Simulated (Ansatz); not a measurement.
# CH4BO (SMILES [BH]OC): UHF/def2-TZVP

Aim: the vertical ionisation energy of CH4BO at UHF/def2-TZVP, from 2 runs. 

Program for the calculation: Ansatz 0.2.0.

34 further runs of the same task are left out: 34 set aside as unsound or not needed.

## Step 1: The system as given

The species is CH4BO (7 atoms), meant as a doublet with charge 0. As SMILES, `[BH]OC`. The shape is that of a PBE0-D4/def2-TZVP optimisation. This is one conformer, not always the lowest.

Bond lengths: B1–O2 1.320 Å, O2–C3 1.426 Å, B1–H4 1.207 Å, C3–H5 1.093 Å, C3–H6 1.090 Å, C3–H7 1.090 Å. Angles: B1–O2–C3 124.1°, O2–B1–H4 124.7°, O2–C3–H5 110.9°, O2–C3–H6 108.4°, O2–C3–H7 108.4°, H5–C3–H6 109.9°, H5–C3–H7 109.9°, H6–C3–H7 109.2°.

## Step 2: The energy at UHF/def2-TZVP

Contents of job.yaml:

```yaml
crystal:
  periodic: [false, false, false]
  atoms:
    - symbol: B
      position_ang: [-1.319600, -1.025700, -0.172900]
    - symbol: O
      position_ang: [-0.272400, -0.707100, 0.564500]
    - symbol: C
      position_ang: [0.642200, 0.338600, 0.243900]
    - symbol: H
      position_ang: [-1.628500, -0.474200, -1.201600]
    - symbol: H
      position_ang: [0.357800, 0.834000, -0.687600]
    - symbol: H
      position_ang: [0.643000, 1.059300, 1.062300]
    - symbol: H
      position_ang: [1.638900, -0.092800, 0.145600]
basis:
  gaussian:
    orbitals: def2-TZVP
magnetization:
  spin_polarized: true
  initial_magnetization: 1
hamiltonian:
  xc: hf
accuracy: high
output: {orbitals: {seedname: orbitals}}
```

The run is started by

```
$ ansatz run job.yaml --threads 1 --pin off --max-ram 3480MiB --events-out events.jsonl --progress --plain --runs-dir runs
```

Log:

```text
Warning: RAYON_NUM_THREADS=1 ignored (pool sized by the plan → 1); use --threads N
Functional definition: HF
  name "HF"
  exchange = exact_x
  correlation = 0
2137 factors; integrals over basis functions are off by at most 3.8e-9 eV
mean field evaluation 1: about -3800.3591 eV, gradient 2.2e1 eV
mean field evaluation 2: about -3800.3616 eV, gradient 2.2e1 eV
mean field evaluation 4: about -3803.0689 eV, gradient 3.3e0 eV
mean field evaluation 8: about -3803.1911 eV, gradient 2.4e-1 eV
mean field -3803.19253267 eV, -139.7647476790 hartree, gradient 2.6e-8 eV, S^2 0.754431; 0 other end points of the search recorded, 0 dependent functions left out
reference -3803.19253267 eV, -139.7647476790 hartree; 12, 11 occupied and 105, 106 virtual orbitals, 2137 factors
Total energy: -3803.19253267 eV, -139.7647476790 hartree
```

It took 5.1 s on 1 thread of Arm Neoverse V1, shared host; peak memory 0.32 GiB.

## Step 3: The singlet cation at the same level

Contents of molecule.yaml:

```yaml
crystal:
  periodic: [false, false, false]
  atoms:
    - symbol: B
      position_ang: [-1.319600, -1.025700, -0.172900]
    - symbol: O
      position_ang: [-0.272400, -0.707100, 0.564500]
    - symbol: C
      position_ang: [0.642200, 0.338600, 0.243900]
    - symbol: H
      position_ang: [-1.628500, -0.474200, -1.201600]
    - symbol: H
      position_ang: [0.357800, 0.834000, -0.687600]
    - symbol: H
      position_ang: [0.643000, 1.059300, 1.062300]
    - symbol: H
      position_ang: [1.638900, -0.092800, 0.145600]
basis:
  gaussian:
    orbitals: def2-TZVP
accuracy: high
total_charge: 1
output: {orbitals: {seedname: orbitals}}
hamiltonian:
  xc: hf
```

The run is started by

```
$ ansatz run molecule.yaml --threads 1 --pin off --max-ram 3480MiB --events-out events.jsonl --progress --plain --runs-dir runs
```

Log:

```text
Warning: RAYON_NUM_THREADS=1 ignored (pool sized by the plan → 1); use --threads N
Functional definition: HF
  name "HF"
  exchange = exact_x
  correlation = 0
2137 factors; integrals over basis functions are off by at most 3.8e-9 eV
mean field evaluation 1: about -3788.4184 eV, gradient 5.9e1 eV
mean field evaluation 2: about -3788.4201 eV, gradient 5.9e1 eV
mean field evaluation 4: about -3795.3495 eV, gradient 4.5e0 eV
mean field evaluation 8: about -3795.4171 eV, gradient 1.2e-3 eV
mean field -3795.41709796 eV, -139.4790057239 hartree, gradient 2.3e-8 eV, S^2 0.000000; 0 other end points of the search recorded, 0 dependent functions left out
reference -3795.41709796 eV, -139.4790057239 hartree; 11, 11 occupied and 106, 106 virtual orbitals, 2137 factors
Total energy: -3795.41709796 eV, -139.4790057239 hartree
```

Run time: 3.9 s. Hardware: 1 thread of Arm Neoverse V1, shared host; peak memory 0.29 GiB.

## Step 4: Outcome

Level: UHF/def2-TZVP.

| quantity | value |
| --- | --- |
| doublet CH4BO: total energy | -139.76475 Eh |
| doublet CH4BO: HOMO energy (highest over α and β) | -8.84 eV |
| doublet CH4BO: LUMO energy (lowest over α and β) | 2.62 eV |
| doublet CH4BO: ⟨S²⟩ | 0.754 |
| singlet cation: total energy | -139.47901 Eh |
| singlet cation: HOMO energy | -19.68 eV |
| singlet cation: LUMO energy | -6.69 eV |
| singlet cation: HOMO–LUMO gap | 12.99 eV |
| vertical ionisation energy (to the singlet cation) | 7.775 eV |

In words: The vertical ionisation energy comes to 7.78 eV (750 kJ/mol). Only the singlet of the ionised species was computed; a triplet could lie lower.
